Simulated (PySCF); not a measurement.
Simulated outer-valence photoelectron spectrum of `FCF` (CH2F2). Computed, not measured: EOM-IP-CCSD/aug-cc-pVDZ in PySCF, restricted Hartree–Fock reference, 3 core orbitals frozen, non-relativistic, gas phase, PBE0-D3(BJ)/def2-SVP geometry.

Each root has a Gaussian of 0.8 eV full width with its one-hole share as area; cross sections and vibrations are left out, and the highest printed point is 100.

(ionisation energy (eV), intensity): (12.0, 0), (12.2, 1), (12.4, 5), (12.6, 15), (12.8, 30), (13.0, 44), (13.2, 45), (13.4, 33), (13.6, 17), (13.8, 6), (14.0, 2), (14.2, 4), (14.4, 14), (14.6, 35), (14.8, 65), (15.0, 91), (15.2, 100), (15.4, 92), (15.6, 76), (15.8, 55), (16.0, 33), (16.2, 15), (16.4, 5), (16.6, 1), (16.8, 0), (17.0, 0), (17.2, 0), (17.4, 0), (17.6, 0), (17.8, 0), (18.0, 1), (18.2, 3), (18.4, 10), (18.6, 23), (18.8, 39), (19.0, 46), (19.2, 38), (19.4, 23), (19.6, 9), (19.8, 3), (20.0, 1)

Question: Where are the maxima, and how many lines lie under the curve?

Answer: 3 maxima, at 13.1, 15.2 and 19.0 eV, from 5 lines. At this width some lines have no maximum of their own.

Question: List the lines with their holes.

Answer: 
```tsv
E (eV)	leading hole (HF orbital)	area	Koopmans (eV)
13.12	HOMO	0.96	14.41
14.97	HOMO-2	0.95	17.34
15.20	HOMO-1	0.96	16.93
15.68	HOMO-3	0.95	18.27
19.00	HOMO-4	0.95	20.81
```

The widest gap, 3.32 eV, lies between 15.68 and 19.00 eV. Only orbitals with −ε under 21 eV, eight at most, were ionised, so the high end of the curve may lack lines.
